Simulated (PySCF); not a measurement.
**[BH4]-: 4 charge schemes on one density**

Species: [BH4]- (charge -1).
Z-matrix (Å and degrees, PBE0-D3(BJ)/def2-SVP geometry), rows numbered from 1:
```
B 
H   1  1.2523
H   1  1.2523  2  109.47
H   1  1.2523  2  109.47  3  -119.99
H   1  1.2522  2  109.47  3   120.00
```

Density: PBE0/pcSseg-1 (PySCF); schemes: Mulliken, IAO, Hirshfeld and ESP-fitted. Geometry: PBE0-D3(BJ)/def2-SVP; no solvent, vibrations or thermal averaging. The pcSseg-1 basis has no diffuse functions, a weakness for an anion.

Q: Atoms with like bonding are taken together and averaged. Which atoms carry the highest charge in the Mulliken, IAO, Hirshfeld and ESP-fitted schemes?

A: All schemes agree: Mulliken H2/H3/H4/H5 (-0.183); IAO H2/H3/H4/H5 (-0.075); Hirshfeld H2/H3/H4/H5 (-0.176); ESP-fitted H2/H3/H4/H5 (-0.192).

Q: For which atoms does the sign change between the 4 schemes (beyond +0.03 e in one, beyond −0.03 e in another)?

A: For none.

Q: Give the atomic charges in each scheme.

A: In e; atoms taken as equivalent share a row and are averaged (×n: the atom named and its like, n in all):

```
       atom          environment  Mulliken     IAO  Hirshfeld  ESP-fitted
         B1  boron bonded to 4 H    -0.267  -0.698     -0.295      -0.233
H2/H3/H4/H5       hydrogen on B1    -0.183  -0.075     -0.176      -0.192
```

Mean size of the charges over all atoms: ESP-fitted 0.200 e, Mulliken 0.200 e, IAO 0.200 e, Hirshfeld 0.200 e. Each set sums to the total charge, -1, to within 0.001 e. The ESP scheme is a least-squares fit of atom-centred charges to the potential on four shells outside the van der Waals surface, with the total charge fixed.

Q: How many electrons does the Hirshfeld scheme count on B1?

A: Z − q = 5 − (-0.295) = 5.295.

Q: Sum the charges by element, for elements with more than one atom.

A: 
```json
{"element": "H", "atoms": "4", "Mulliken": "-0.734", "IAO": "-0.302", "Hirshfeld": "-0.705", "ESP-fitted": "-0.767"}
```

These values come from a run that also computed NMR shieldings. Time: 1.6 s of wall time. Hardware: an x86-64 server with one thread, no GPU (shared host).
